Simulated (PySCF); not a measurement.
C2H7N, SMILES CNC.

Coordinates come from a PBE-D3(BJ)/def2-TZVP optimisation.

Level of theory: PBE-D3(BJ)/def2-TZVP (PySCF).

Frequencies are harmonic and unscaled.

Computed normal modes with their intensities:
| mode | ν (cm⁻¹) | IR (km/mol) | moving atoms (share of kinetic energy) |
|---|---|---|---|
| 1 | 236 | 0.1 | H 97 % |
| 2 | 259 | 2.5 | H 83 %, N 13 % |
| 3 | 373 | 5.9 | H 43 %, C 35 %, N 23 % |
| 4 | 752 | 116.9 | H 75 %, N 15 %, C 10 % |
| 5 | 931 | 3.0 | C 43 %, H 42 %, N 15 % |
| 6 | 999 | 7.3 | H 84 %, C 15 % |
| 7 | 1065 | 0.7 | H 78 %, C 21 % |
| 8 | 1143 | 6.1 | H 65 %, C 21 %, N 13 % |
| 9 | 1146 | 29.8 | N 48 %, C 36 %, H 16 % |
| 10 | 1226 | 0.1 | H 54 %, C 25 %, N 20 % |
| 11 | 1387 | 1.2 | H 86 %, C 13 % |
| 12 | 1413 | 1.3 | H 84 %, C 16 % |
| 13 | 1420 | 5.5 | H 89 %, C 8 % |
| 14 | 1433 | 4.0 | H 92 % |
| 15 | 1439 | 12.2 | H 94 % |
| 16 | 1465 | 12.3 | H 94 % |
| 17 | 1465 | 2.5 | H 97 % |
| 18 | 2850 | 53.9 | H 95 % |
| 19 | 2854 | 167.9 | H 94 % |
| 20 | 2981 | 48.2 | H 94 % |
| 21 | 2983 | 22.7 | H 93 % |
| 22 | 3037 | 25.0 | H 91 %, C 9 % |
| 23 | 3037 | 30.0 | H 91 %, C 9 % |
| 24 | 3430 | 0.0 | H 93 % |
